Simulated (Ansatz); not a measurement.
Geometry optimisation, Ansatz 0.2.0, RKS PBE0/def2-SVP.

Input file:

```yaml
crystal:
  periodic: [false, false, false]
  atoms:
    - { symbol: B, position_ang: [0.339546, 0.042725, -0.049185] }
    - { symbol: "N", position_ang: [0.584802, -0.035975, 1.395295] }
    - { symbol: H, position_ang: [-0.14351, -0.116052, 2.093296] }
    - { symbol: H, position_ang: [1.515754, 0.039128, 1.782084] }
    - { symbol: H, position_ang: [1.321152, 0.148481, -0.732362] }
    - { symbol: C, position_ang: [-1.119647, -0.006612, -0.63631] }
    - { symbol: H, position_ang: [-1.630717, -0.929839, -0.317724] }
    - { symbol: H, position_ang: [-1.737974, 0.832371, -0.272364] }
    - { symbol: H, position_ang: [-1.140807, 0.025773, -1.735829] }
basis:
  gaussian: { orbitals: def2-SVP }
hamiltonian:
  xc: pbe0
relax:
  f_tol: 0.03
  max_steps: 50
output:
  orbitals: {}
```

Run as:

```bash
$ ansatz run input.yaml --threads 1 --pin off --max-ram 2048MiB --backend cpu --events-out ev --progress --plain --runs-dir out
```

Q: Where does it end, and by what steps?

A: The forces met the threshold. The force dipped under the threshold on the way, but the program's further checks kept it going. After 18 steps the energy has fallen by 0.154 eV; H8 moved furthest, 0.68 Å.

```tsv
step	energy less start (eV)	largest force component (eV/Å)	accepted
0	0.0000	2.638	yes
1	-0.0875	1.077	yes
2	-0.0968	0.299	yes
3	-0.0859	0.335	no
4	-0.1022	0.040	yes
5	-0.1075	0.064	yes
6	-0.1100	0.074	yes
7	-0.1078	0.627	no
8	-0.1199	0.066	yes
9	-0.1265	0.301	yes
10	-0.1318	0.314	yes
11	-0.1491	0.038	yes
12	-0.1493	0.075	yes
13	-0.1369	0.580	no
14	-0.1483	0.141	no
15	-0.1523	0.020	yes
16	-0.1527	0.122	yes
17	-0.1527	0.082	yes
18	-0.1535	0.007	yes
```

```xyz
9
Properties=species:S:1:pos:R:3
B 0.302 0.212 0.034
N 0.614 -0.188 1.333
H -0.055 -0.628 1.953
H 1.530 -0.067 1.743
H 1.193 0.729 -0.611
C -1.130 0.014 -0.590
H -1.860 -0.464 0.083
H -1.543 0.986 -0.909
H -1.062 -0.594 -1.508
```

Time of the run: 37 s on 1 thread of Arm Neoverse V2 (shared host), peak memory 0.14 GiB.
